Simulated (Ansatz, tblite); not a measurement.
Removing an electron: MgAl₂⁻. Charge -1, multiplicity 2. Geometry: PBE0-D4/def2-TZVPD. Ansatz, gas phase; energy differences of separate SCF runs; the oxidised species is a triplet (the singlet lies 0.40 eV higher at PBE0-D4/def2-TZVPD).

```xyz
3

Al    0.7634    0.7379   -1.0494
Al    0.7394   -0.2401    1.2745
Mg   -1.5028   -0.4977   -0.2251
```

The xTB rows come from tblite. The structure comes from a short search, and lower isomers may exist.

(1) Estimate orbital energies and vertical ionisation energies at: GFN1-xTB; GFN2-xTB; PBE-D4/def2-TZVPD; r2SCAN-D4/def2-TZVPD; PBE0-D4/def2-TZVPD.

Results:

(1) 
| level | −HOMO (eV) | vertical IE (eV) | −LUMO (eV) | HOMO–LUMO gap (eV) | remarks |
| --- | --- | --- | --- | --- | --- |
| GFN1-xTB | – | 3.82 | – | – | – |
| GFN2-xTB | – | 3.14 | – | – | – |
| PBE-D4/def2-TZVPD | -0.55 | 1.34 | -0.96 | 0.41 | HOMO above zero (-1 doublet) |
| r2SCAN-D4/def2-TZVPD | -0.32 | 1.36 | -1.10 | 0.79 | HOMO above zero (-1 doublet), spin-contaminated (⟨S²⟩ 1.04) (-1 doublet) |
| PBE0-D4/def2-TZVPD | 0.03 | 1.29 | -1.52 | 1.55 | – |

  A HOMO above zero means that the electron is unbound at that level or that self-interaction error raises the level; the energy of removing that electron tells which. HOMO and LUMO are the levels of the spin that leaves or enters (xTB has no such levels and no spin-polarisation term). Other spin states of the ions may lie lower, which would lower the ionisation energy or raise the affinity. Raw xTB energy differences between charge states are shifted by several eV; the methods need an empirical correction for them.
